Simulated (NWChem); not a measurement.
## Basis-set convergence for BF3

```xyz
4

B      0.0000     0.0000     0.0000
F      0.0000     0.0000     1.3137
F      1.1377     0.0000    -0.6568
F     -1.1377     0.0000    -0.6568
```
Charge 0, spin multiplicity 1.

Everything below was run with NWChem. Structure: optimised with B3LYP/def2-SVP, a minimum by its harmonic frequencies.

Quantity: LUMO energy at the level B3LYP.

B3LYP has NWChem's definition, with VWN1-RPA local correlation. The Pople sets run with spherical d functions. The structure started from a generated list of species.

Task: In def2-QZVP the value is 0.30 eV. Among STO-3G, def2-SVP, cc-pVDZ, 6-311G**, aug-cc-pVDZ, aug-pcseg-1, def2-TZVPP, def2-TZVPD, aug-cc-pVTZ, which is the smallest basis within 0.2 eV of it?

Result: No smaller set comes that close. def2-QZVP isn't the basis-set limit itself, and a small set can land close by cancellation.

```
basis        functions  LUMO energy (eV)
-----------  ---------  ----------------
STO-3G              20              4.75
def2-SVP            56              0.64
cc-pVDZ             56              0.69
6-311G**            72              0.55
aug-cc-pVDZ         92             -0.51
aug-pcseg-1         92             -0.52
def2-TZVPP         124              0.04
def2-TZVPD         157             -0.50
aug-cc-pVTZ        184             -0.51
def2-QZVP          228              0.30
```

This LUMO lies above zero in the largest set, so its value hangs on the diffuse functions.
